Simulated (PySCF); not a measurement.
## TDDFT excited states: C3H3NS

Species: C3H3NS.
SMILES: `CC(=S)C#N`

Method used: TDDFT CAM-B3LYP/def2-SVPD, vertical, gas phase, core orbitals frozen in the response (PySCF 2.14.0, density-fitted response routines). Geometry: PBE0-D3(BJ)/def2-SVP; no solvent, vibrations or thermal averaging.

Q: List the vertical singlet excitations with oscillator strengths and describe the spectrum.

A: 

```json
{"state": "S1", "E (eV)": "2.10", "E (kJ/mol)": "203", "λ (nm)": "589.0", "f": "0.0001", "symmetry": "–", "main configurations (H = HOMO, L = LUMO)": "H→L (99%)"}
{"state": "S2", "E (eV)": "5.14", "E (kJ/mol)": "496", "λ (nm)": "241.0", "f": "0.229", "symmetry": "A′", "main configurations (H = HOMO, L = LUMO)": "H-1→L (91%)"}
{"state": "S3", "E (eV)": "5.17", "E (kJ/mol)": "498", "λ (nm)": "240.0", "f": "0.0007", "symmetry": "–", "main configurations (H = HOMO, L = LUMO)": "H-2→L (96%)"}
{"state": "S4", "E (eV)": "6.44", "E (kJ/mol)": "621", "λ (nm)": "192.6", "f": "0.0076", "symmetry": "A″", "main configurations (H = HOMO, L = LUMO)": "H-4→L (76%), H-5→L (20%)"}
{"state": "S5", "E (eV)": "6.69", "E (kJ/mol)": "646", "λ (nm)": "185.2", "f": "0.0023", "symmetry": "A′", "main configurations (H = HOMO, L = LUMO)": "H→L+1 (61%), H-3→L (23%)"}
{"state": "S6", "E (eV)": "6.73", "E (kJ/mol)": "649", "λ (nm)": "184.3", "f": "0.079", "symmetry": "A′", "main configurations (H = HOMO, L = LUMO)": "H-3→L (44%), H→L+2 (34%), H→L+1 (8%)"}
{"state": "S7", "E (eV)": "6.81", "E (kJ/mol)": "657", "λ (nm)": "182.1", "f": "0.127", "symmetry": "A′", "main configurations (H = HOMO, L = LUMO)": "H→L+2 (59%), H-3→L (24%), H→L+1 (12%)"}
{"state": "S8", "E (eV)": "7.01", "E (kJ/mol)": "677", "λ (nm)": "176.8", "f": "0.0015", "symmetry": "–", "main configurations (H = HOMO, L = LUMO)": "H-5→L (69%), H-4→L (20%)"}
{"state": "S9", "E (eV)": "7.51", "E (kJ/mol)": "724", "λ (nm)": "165.1", "f": "0.0014", "symmetry": "–", "main configurations (H = HOMO, L = LUMO)": "H-1→L+2 (62%), H-1→L+3 (9%)"}
{"state": "S10", "E (eV)": "7.67", "E (kJ/mol)": "740", "λ (nm)": "161.6", "f": "0.081", "symmetry": "A′", "main configurations (H = HOMO, L = LUMO)": "H→L+3 (76%), H→L+5 (12%)"}
```

Triplets (Tamm–Dancoff): T1 1.61 eV, H→L (98%); T2 2.70 eV, H-1→L (95%); T3 4.79 eV, H-2→L (89%); T4 5.30 eV, H-3→L (78%).

The lowest singlet comes at 589 nm (203 kJ/mol) in the visible; it is dark (f under 0.0005); its leading configuration is HOMO→LUMO (99%). The most intense listed level is S2 at 5.14 eV (241 nm, f = 0.229), 3.04 eV above S1. S1 has the pattern of n→π* at C=S. The listed states span 5.57 eV, and the widest gap between neighbours is 3.04 eV (S1 to S2). The oscillator strengths of these states sum to 0.531; summed over the whole spectrum of an exact calculation they would give the number of electrons, 44 (Thomas–Reiche–Kuhn). Orbital energies (eV): HOMO-3 -12.47, HOMO-2 -11.61, HOMO-1 -10.28, HOMO -8.80, LUMO -2.50, LUMO+1 0.87, LUMO+2 1.25. S1 lies in the visible range (380 to 750 nm), at 589 nm, dark in the vertical dipole picture (f under 0.0005); light of that wavelength is yellow, and its complementary colour is blue; a Tamm–Dancoff triplet lies at 460 nm, without intensity as long as spin–orbit coupling is left out. All these states lie below the vertical ionisation energy of 9.65 eV (ΔSCF). Symmetry labels in Cs follow from the direction of the transition dipole and are given only for states with f of 0.002 or more. Singlets were solved by full linear response, triplets in the Tamm–Dancoff approximation.
